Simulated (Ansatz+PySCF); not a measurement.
# singlet NH4F in separate pieces: levels of theory in one basis

```xyz
6

N     0.0000    0.0000    0.0000
H     0.5945    0.5945    0.5945
H     0.5945   -0.5945   -0.5945
H    -0.5945    0.5945   -0.5945
H    -0.5945   -0.5945    0.5945
F    30.0000    0.0000    0.0000
```

Basis set: cc-pVDZ (spherical functions). Left uncorrelated: 2 orbitals. Charge 0, multiplicity 1.

Computed with Ansatz (development build ahead of 0.2.0); each method stands on the lowest determinant of its kind that the runs found. NEVPT2 correlates all electrons. Active spaces start from the frontier orbitals, and the lowest solution found is given.

```
        method  E − E(RHF) (eV)  <S²> of the determinant
           RHF             0.00                     0.00
           UHF            -2.38                     1.00
       RHF-MP2           -10.20                        –
      RHF-CCSD           -10.78                        –
      UHF-CCSD           -12.59                     1.00
   RHF-CCSD(T)           -10.90                        –
   UHF-CCSD(T)           -12.77                     1.00
  RHF-CCSDT(Q)           -10.93                        –
  UHF-CCSDT(Q)           -12.79                     1.00
   CASSCF(2,2)            -2.27                        –
SC-NEVPT2(2,2)           -11.98                        –
```

Task: What does UHF-MP2 give on the same scale?

Result: -11.83 eV.

Task: Is a single determinant a sound starting point here?

Result: It is doubtful. Unrestricted orbitals lower Hartree–Fock by 2.38 eV and <S²> is 1.00 where a pure state has 0.00, a sign of strong static correlation. The CASSCF(2,2) natural occupations are 1.00, 1.00.

Caution for RHF, RHF-MP2, RHF-CCSD, RHF-CCSD(T), RHF-CCSDT(Q): an unrestricted determinant lies well below. Caution for UHF, UHF-MP2, UHF-CCSD, UHF-CCSD(T), UHF-CCSDT(Q): the unrestricted determinant is a mixture of spin states. Caution for RHF-MP2, UHF-MP2, RHF-CCSD, UHF-CCSD, RHF-CCSD(T), UHF-CCSD(T), RHF-CCSDT(Q), UHF-CCSDT(Q): bonds are stretched, where a single reference can fail. Caution for UHF-MP2, UHF-CCSD, UHF-CCSD(T), UHF-CCSDT(Q): a plain start can end on a higher determinant. Caution for CASSCF(2,2), SC-NEVPT2(2,2): other starts end on other solutions of this active space.
